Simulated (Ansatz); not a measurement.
**Nudged elastic band run: C₅H₉Cl**

input.yaml

```yaml
crystal:
  periodic: [false, false, false]
  atoms:
    - { symbol: C, position_ang: [-1.309789, -0.703068, -0.475126] }
    - { symbol: C, position_ang: [0.006652, -0.116988, 0.010407] }
    - { symbol: C, position_ang: [0.867425, -1.082287, 0.815869] }
    - { symbol: C, position_ang: [0.712334, 0.916176, -0.889938] }
    - { symbol: C, position_ang: [0.085001, 1.344278, 0.413894] }
    - { symbol: Cl, position_ang: [-1.421341, 2.429667, 0.395083] }
    - { symbol: H, position_ang: [-1.120692, -1.580242, -1.119703] }
    - { symbol: H, position_ang: [-1.896248, 0.03091, -1.049982] }
    - { symbol: H, position_ang: [-1.926543, -1.032884, 0.38048] }
    - { symbol: H, position_ang: [1.145643, -1.95639, 0.199491] }
    - { symbol: H, position_ang: [0.32009, -1.45062, 1.702187] }
    - { symbol: H, position_ang: [1.799858, -0.604754, 1.163957] }
    - { symbol: H, position_ang: [0.19969, 1.194448, -1.81434] }
    - { symbol: H, position_ang: [1.804621, 0.922118, -0.960268] }
    - { symbol: H, position_ang: [0.7115, 1.638936, 1.257288] }
basis:
  gaussian: { orbitals: "6-31G" }
hamiltonian:
  xc: pbe
  dispersion: d4
neb:
  order_check: false
  images: 9
  f_tol: 0.05
  max_iterations: 42
  final_atoms:
    - { symbol: C, position_ang: [-1.36368206, -0.66570465, -0.36284969] }
    - { symbol: C, position_ang: [0.00292113, -0.11718925, 0.01496062] }
    - { symbol: C, position_ang: [0.86846656, -1.08020972, 0.81727387] }
    - { symbol: C, position_ang: [0.69516149, 0.83950332, -0.97520393] }
    - { symbol: C, position_ang: [0.16642671, 1.35713431, 0.34003868] }
    - { symbol: Cl, position_ang: [-1.29061166, 2.50759475, 0.35360371] }
    - { symbol: H, position_ang: [-1.25160689, -1.58051069, -0.97160352] }
    - { symbol: H, position_ang: [-1.95229395, 0.06549086, -0.93887532] }
    - { symbol: H, position_ang: [-1.94142683, -0.92497815, 0.54266032] }
    - { symbol: H, position_ang: [1.83853394, -0.62768273, 1.08907605] }
    - { symbol: H, position_ang: [1.07508678, -1.99409833, 0.23011485] }
    - { symbol: H, position_ang: [0.35804126, -1.3826832, 1.75001926] }
    - { symbol: H, position_ang: [0.138506, 1.09650707, -1.88009187] }
    - { symbol: H, position_ang: [1.78014162, 0.79377698, -1.10971839] }
    - { symbol: H, position_ang: [0.85453692, 1.66234944, 1.12989436] }
  initial_path:
    images:
      - { positions_ang: [[-1.309789, -0.703068, -0.475126], [0.006652, -0.116988, 0.010407], [0.867425, -1.082287, 0.815869], [0.712334, 0.916176, -0.889938], [0.085001, 1.344278, 0.413894], [-1.421341, 2.429667, 0.395083], [-1.120692, -1.580242, -1.119703], [-1.896248, 0.03091, -1.049982], [-1.926543, -1.032884, 0.38048], [1.145643, -1.95639, 0.199491], [0.32009, -1.45062, 1.702187], [1.799858, -0.604754, 1.163957], [0.19969, 1.194448, -1.81434], [1.804621, 0.922118, -0.960268], [0.7115, 1.638936, 1.257288]] }
      - { positions_ang: [[-1.30971634, -0.70426781, -0.44660855], [0.00348254, -0.1145332, 0.01211034], [0.86180973, -1.07902381, 0.80460325], [0.71541666, 0.90292827, -0.90636976], [0.09766378, 1.34707073, 0.39764219], [-1.37918648, 2.43827861, 0.38845718], [-1.13988803, -1.58937587, -1.06541401], [-1.89279414, 0.02635666, -1.04548181], [-1.93101219, -0.98641399, 0.42434326], [1.29628524, -1.74739373, 0.27882836], [0.37577444, -1.58490115, 1.46234337], [1.57866945, -0.68217174, 1.31120276], [0.17353867, 1.1835597, -1.82746323], [1.78442465, 0.89765635, -0.98465407], [0.74373304, 1.64153099, 1.22575972]] }
      - { positions_ang: [[-1.30964368, -0.70546761, -0.4180911], [0.00031307, -0.1120784, 0.01381368], [0.85619446, -1.07576062, 0.79333749], [0.71849932, 0.88968053, -0.92280151], [0.11032657, 1.34986346, 0.38139038], [-1.33703196, 2.44689023, 0.38183136], [-1.15908406, -1.59850974, -1.01112502], [-1.88934028, 0.02180333, -1.04098161], [-1.93548138, -0.93994399, 0.46820652], [1.44692747, -1.53839746, 0.35816571], [0.43145888, -1.7191823, 1.22249974], [1.3574809, -0.75958948, 1.45844853], [0.14738734, 1.1726714, -1.84058646], [1.76422829, 0.87319469, -1.00904015], [0.77596607, 1.64412598, 1.19423143]] }
      - { positions_ang: [[-1.30957102, -0.70666742, -0.38957365], [-0.00285639, -0.1096236, 0.01551701], [0.85057919, -1.07249743, 0.78207174], [0.72158197, 0.8764328, -0.93923327], [0.12298935, 1.35265619, 0.36513858], [-1.29487743, 2.45550184, 0.37520554], [-1.1782801, -1.60764361, -0.95683602], [-1.88588643, 0.01724999, -1.03648142], [-1.93995057, -0.89347398, 0.51206978], [1.59756971, -1.32940119, 0.43750307], [0.48714332, -1.85346346, 0.98265611], [1.13629235, -0.83700722, 1.60569429], [0.121236, 1.1617831, -1.85370969], [1.74403194, 0.84873304, -1.03342622], [0.80819911, 1.64672097, 1.16270315]] }
      - { positions_ang: [[-1.30949836, -0.70786722, -0.3610562], [-0.00602585, -0.1071688, 0.01722035], [0.84496392, -1.06923425, 0.77080598], [0.72466463, 0.86318506, -0.95566502], [0.13565214, 1.35544891, 0.34888677], [-1.25272291, 2.46411345, 0.36857973], [-1.19747613, -1.61677749, -0.90254703], [-1.88243257, 0.01269666, -1.03198122], [-1.94441976, -0.84700398, 0.55593304], [1.74821194, -1.12040492, 0.51684042], [0.54282775, -1.98774461, 0.74281248], [0.9151038, -0.91442496, 1.75294005], [0.09508467, 1.15089481, -1.86683291], [1.72383558, 0.82427138, -1.05781229], [0.84043215, 1.64931596, 1.13117486]] }
      - { positions_ang: [[-1.3094257, -0.70906703, -0.33253875], [-0.00919532, -0.104714, 0.01892369], [0.83934866, -1.06597106, 0.75954023], [0.72774729, 0.84993733, -0.97209678], [0.14831492, 1.35824164, 0.33263496], [-1.21056839, 2.47272506, 0.36195391], [-1.21667216, -1.62591136, -0.84825804], [-1.87897871, 0.00814332, -1.02748103], [-1.94888895, -0.80053397, 0.5997963], [1.89885418, -0.91140865, 0.59617778], [0.59851219, -2.12202576, 0.50296885], [0.69391525, -0.9918427, 1.90018582], [0.06893334, 1.14000651, -1.87995614], [1.70363923, 0.79980973, -1.08219836], [0.87266518, 1.65191094, 1.09964658]] }
      - { positions_ang: [[-1.32027697, -0.70039455, -0.33860094], [-0.00677203, -0.10720905, 0.01813107], [0.84517224, -1.06881879, 0.77108696], [0.72123013, 0.84785053, -0.97271821], [0.15193728, 1.35802017, 0.33411571], [-1.22657704, 2.479699, 0.36028387], [-1.2236591, -1.61683123, -0.87292714], [-1.89364176, 0.01961283, -1.00975989], [-1.94739653, -0.82542281, 0.5883691], [1.88679013, -0.85466347, 0.69475743], [0.69382711, -2.09644027, 0.44839805], [0.62674045, -1.0700108, 1.87015251], [0.08284787, 1.13130662, -1.87998329], [1.7189397, 0.79860318, -1.08770237], [0.86903953, 1.65399864, 1.10569613]] }
      - { positions_ang: [[-1.33112824, -0.69172208, -0.34466312], [-0.00434874, -0.1097041, 0.01733846], [0.85099582, -1.07166652, 0.78263369], [0.71471297, 0.84576373, -0.97333964], [0.15555964, 1.35779871, 0.33559645], [-1.2425857, 2.48667294, 0.35861383], [-1.23064605, -1.60775109, -0.89759623], [-1.90830481, 0.03108234, -0.99203875], [-1.94590411, -0.85031164, 0.5769419], [1.87472608, -0.79791828, 0.79333709], [0.78914203, -2.07085479, 0.39382725], [0.55956565, -1.1481789, 1.84011919], [0.0967624, 1.12260673, -1.88001043], [1.73424018, 0.79739663, -1.09320637], [0.86541388, 1.65608634, 1.11174569]] }
      - { positions_ang: [[-1.34197951, -0.6830496, -0.35072531], [-0.00192545, -0.11219915, 0.01654584], [0.8568194, -1.07451426, 0.79418042], [0.70819581, 0.84367692, -0.97396107], [0.159182, 1.35757724, 0.33707719], [-1.25859435, 2.49364688, 0.35694379], [-1.237633, -1.59867096, -0.92226533], [-1.92296786, 0.04255185, -0.9743176], [-1.94441168, -0.87520048, 0.56551471], [1.86266203, -0.7411731, 0.89191674], [0.88445694, -2.0452693, 0.33925645], [0.49239086, -1.226347, 1.81008588], [0.11067693, 1.11390684, -1.88003758], [1.74954066, 0.79619008, -1.09871038], [0.86178822, 1.65817404, 1.11779524]] }
      - { positions_ang: [[-1.35283078, -0.67437712, -0.3567875], [0.00049784, -0.1146942, 0.01575323], [0.86264298, -1.07736199, 0.80572714], [0.70167865, 0.84159012, -0.9745825], [0.16280435, 1.35735577, 0.33855794], [-1.27460301, 2.50062081, 0.35527375], [-1.24461994, -1.58959083, -0.94693443], [-1.93763091, 0.05402135, -0.95659646], [-1.94291926, -0.90008931, 0.55408751], [1.85059799, -0.68442792, 0.9904964], [0.97977186, -2.01968381, 0.28468565], [0.42521606, -1.3045151, 1.78005257], [0.12459147, 1.10520695, -1.88006472], [1.76484114, 0.79498353, -1.10421438], [0.85816257, 1.66026174, 1.1238448]] }
      - { positions_ang: [[-1.36368206, -0.66570465, -0.36284969], [0.00292113, -0.11718925, 0.01496062], [0.86846656, -1.08020972, 0.81727387], [0.69516149, 0.83950332, -0.97520393], [0.16642671, 1.35713431, 0.34003868], [-1.29061166, 2.50759475, 0.35360371], [-1.25160689, -1.58051069, -0.97160352], [-1.95229395, 0.06549086, -0.93887532], [-1.94142683, -0.92497815, 0.54266032], [1.83853394, -0.62768273, 1.08907605], [1.07508678, -1.99409833, 0.23011485], [0.35804126, -1.3826832, 1.75001926], [0.138506, 1.09650707, -1.88009187], [1.78014162, 0.79377698, -1.10971839], [0.85453692, 1.66234944, 1.12989436]] }
```

Launched with:

```bash
$ ansatz run input.yaml --threads 1 --pin off --max-ram 2048MiB --backend cpu --events-out ev --progress --plain --runs-dir out
```

Output, in part (warnings, iteration lines, the closing report on the highest movable image, with atoms numbered from 0):

```
NEB end point (image 0): max|allowed force component| = 1.435e-2 eV/Å (the criterion of neb.relax_end_points is 1.000e-2)
NEB end point (image 10): max|allowed force component| = 1.476e-2 eV/Å (the criterion of neb.relax_end_points is 1.000e-2)
NEB iter   1: max|band force component| = 1.286e1 eV/Å  barrier→ = 4.3690 eV  barrier← = 4.3690 eV  Δτ_max = 0.2000 Å  (270 SCF iters)
NEB iter   2: max|band force component| = 1.901e0 eV/Å  barrier→ = 0.4238 eV  barrier← = 0.4238 eV  Δτ_max = 0.1976 Å  (228 SCF iters)
NEB iter   3: max|band force component| = 8.526e-1 eV/Å  barrier→ = 0.1405 eV  barrier← = 0.1405 eV  Δτ_max = 0.0993 Å  (223 SCF iters)
NEB iter   4: max|band force component| = 2.193e-1 eV/Å  barrier→ = 0.1155 eV  barrier← = 0.1155 eV  CI = image 5  Δτ_max = 0.0123 Å  (223 SCF iters)
NEB iter   5: max|band force component| = 6.738e-2 eV/Å  barrier→ = 0.1130 eV  barrier← = 0.1130 eV  CI = image 5  Δτ_max = 0.0133 Å  (213 SCF iters)
NEB iter   6: max|band force component| = 2.639e-2 eV/Å  barrier→ = 0.1129 eV  barrier← = 0.1129 eV  CI = image 5  Δτ_max = 0.0000 Å  (416 SCF iters)
Total energy: -17839.49457102 eV, -655.5893334411 hartree
Atom 0 at    -1.345961    -0.676452    -0.412452 Å, force    -0.001721     0.005513    -0.007190 eV/Å
Atom 1 at     0.004348    -0.118051     0.013278 Å, force    -0.011178     0.000372     0.004042 eV/Å
Atom 2 at     0.879168    -1.087692     0.822309 Å, force     0.005032     0.000363     0.005541 eV/Å
Atom 3 at     0.694208     0.875774    -0.945496 Å, force    -0.005222     0.005916    -0.005350 eV/Å
Atom 4 at     0.129145     1.354364     0.365762 Å, force     0.019145    -0.012392    -0.002991 eV/Å
Atom 5 at    -1.350782     2.476572     0.381517 Å, force    -0.004154     0.003139    -0.001630 eV/Å
Atom 6 at    -1.205144    -1.571573    -1.043937 Å, force    -0.001018     0.000047     0.000841 eV/Å
Atom 7 at    -1.931837     0.062043    -0.982399 Å, force     0.002092    -0.005557     0.004307 eV/Å
Atom 8 at    -1.940510    -0.969202     0.471699 Å, force     0.003473     0.000512    -0.002765 eV/Å
Atom 9 at     1.844017    -1.277336     0.320288 Å, force    -0.000833    -0.000127     0.000705 eV/Å
Atom 10 at     0.371084    -2.059438     0.942790 Å, force     0.000039     0.002261    -0.000636 eV/Å
Atom 11 at     1.095203    -0.701728     1.834527 Å, force    -0.000422    -0.001886    -0.005296 eV/Å
Atom 12 at     0.153095     1.134849    -1.860012 Å, force     0.007553    -0.001756     0.013309 eV/Å
Atom 13 at     1.783513     0.854490    -1.053397 Å, force    -0.005913    -0.002138    -0.004969 eV/Å
Atom 14 at     0.798655     1.652678     1.174824 Å, force    -0.006872     0.005732     0.002082 eV/Å
Dipole moment:     0.343262    -0.402707    -0.047387 e Å
```

The run converged. A vibrational analysis at the climbing image gives one clearly imaginary mode, 208i cm⁻¹: a first-order saddle point. Limits of this set-up: no polarisation functions.

Final band (atoms are numbered from 1 in the order of the input):

```
image  path coordinate (Å)  energy (kJ/mol)  dihedral C1–C2–C3–H12 (°)
    0                 0.00              0.0                       -179
    1                 0.36              1.1                       -167
    2                 0.71              3.8                       -155
    3                 1.07              7.1                       -143
    4                 1.42              9.8                       -131
    5                 1.78             10.9                       -118
    6                 2.14              9.8                       -106
    7                 2.50              7.1                        -94
    8                 2.86              3.7                        -82
    9                 3.22              1.0                        -70
   10                 3.58              0.0                        -58
```

The run took 4.2 min on 1 thread of Arm Neoverse V2, with other jobs on the host, peak memory 0.14 GiB.
